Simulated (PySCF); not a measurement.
# PH3F2, a complex of two parts: interaction energy

One table from this session's results is given with a row withheld; the runs are named, their logs left out.

Programs: PySCF 2.14.0. All values are calculated, for the isolated system unless a continuum is named. Atoms count from 0, parts from 1.

### The system as given

6 atoms, charge 0, multiplicity 1; geometry: GFN2-xTB. Parts: 1 = atoms 0–3, `FP`, charge 0; 2 = atoms 4–5, `F`, charge 0.

The first run:

The job: settings as JSON, then the geometry in Å.

```
{"job": {"xc": "PBE0", "basis": "def2-TZVPD", "d3": "d3bj", "grid": 3, "kind": "geom", "shake": 0.01}, "charge": 0, "multiplicity": 1, "parts": [{"atoms": "0-3", "charge": 0, "multiplicity": 1}, {"atoms": "4-5", "charge": 0, "multiplicity": 1}]}
F      1.274567    -0.394448    -0.131721
P     -0.174402     0.014552     0.605191
H     -0.935777    -0.829440    -0.237737
H     -0.353045     1.125412    -0.237011
F      3.522659    -0.995406     1.390991
H      2.867407    -0.808097     0.753504
```

Launch:

```console
$ OMP_NUM_THREADS=1 python cluster_run.py task.json out
```

The driver reads the jobs from task.json and runs them one after another.

Among the steps run: Optimising the geometry at PBE0-D3(BJ)/def2-TZVPD; Coupled-cluster interaction energy: CCSD(T) and MP2, 1.81 Å; Coupled-cluster interaction energy: CCSD(T) and MP2, 1.91 Å; Coupled-cluster interaction energy: CCSD(T) and MP2, 2.00 Å; Coupled-cluster interaction energy: CCSD(T) and MP2, 1.72 Å; Coupled-cluster interaction energy: CCSD(T) and MP2, 2.27 Å; Coupled-cluster interaction energy: CCSD(T) and MP2, 1.63 Å; Coupled-cluster interaction energy: CCSD(T) and MP2, 2.72 Å; Coupled-cluster interaction energy: CCSD(T) and MP2, 3.63 Å.

One table of the session follows, with a row left open; its other results are not shown here.

It belongs to the step «Coupled-cluster interaction energy: CCSD(T) and MP2, 3.63 Å». 

```
                 method  interaction energy (kcal/mol)
         HF/aug-cc-pVDZ                          -0.95
        MP2/aug-cc-pVDZ                          -0.85
       CCSD/aug-cc-pVDZ                              ?
    CCSD(T)/aug-cc-pVDZ                          -0.86
         HF/aug-cc-pVQZ                          -0.92
        MP2/aug-cc-pVQZ                          -0.85
    SCS-MP2/aug-cc-pVQZ                          -0.84
      MP2, extrapolated                          -0.86
CCSD(T), limit estimate                          -0.86
```

Q: Estimate the row for CCSD/aug-cc-pVDZ from the others.

As computed: interaction energy (kcal/mol): -0.87. In the column «interaction energy (kcal/mol)» it lies between HF/aug-cc-pVQZ (-0.92) and CCSD(T)/aug-cc-pVDZ (-0.86).
